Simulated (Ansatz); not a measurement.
Born–Oppenheimer molecular dynamics of FMgS (3 atoms, charge 0, multiplicity 2). It starts from a relaxed structure.

Method: Ansatz 0.2.0, UKS r2SCAN-D4/def2-SVP.

| Property | Result |
| --- | --- |
| ensemble | NVT, Langevin thermostat |
| time step | 2 fs |
| steps asked | 34 |
| set temperature | 1000 K |
| friction | 0.005 /fs |
| seed | 152409 |

First frame:

```xyz
3
Properties=species:S:1:pos:R:3
F -1.581 0.826 -0.772
Mg -0.151 0.077 -0.074
S 1.732 -0.903 0.846
```

Problem. How far do the bonds stretch over the last three quarters of this one trajectory? (Pairs bonded in most of those frames.)

Solution. 
```json
{"bond": "F1–Mg2", "mean (Å)": "1.755", "spread (Å)": "0.027", "shortest": "1.71", "longest": "1.80"}
{"bond": "Mg2–S3", "mean (Å)": "2.305", "spread (Å)": "0.028", "shortest": "2.27", "longest": "2.35"}
```

Mean temperature of the second half: 326 K. The mean temperature of the second half is 67 % below the set value. A run of 0.068 ps of so small a system gives no equilibrium averages.

Time of the run: 11 min on 1 thread of Arm Neoverse V2, with other jobs on the host, peak memory 0.15 GiB.
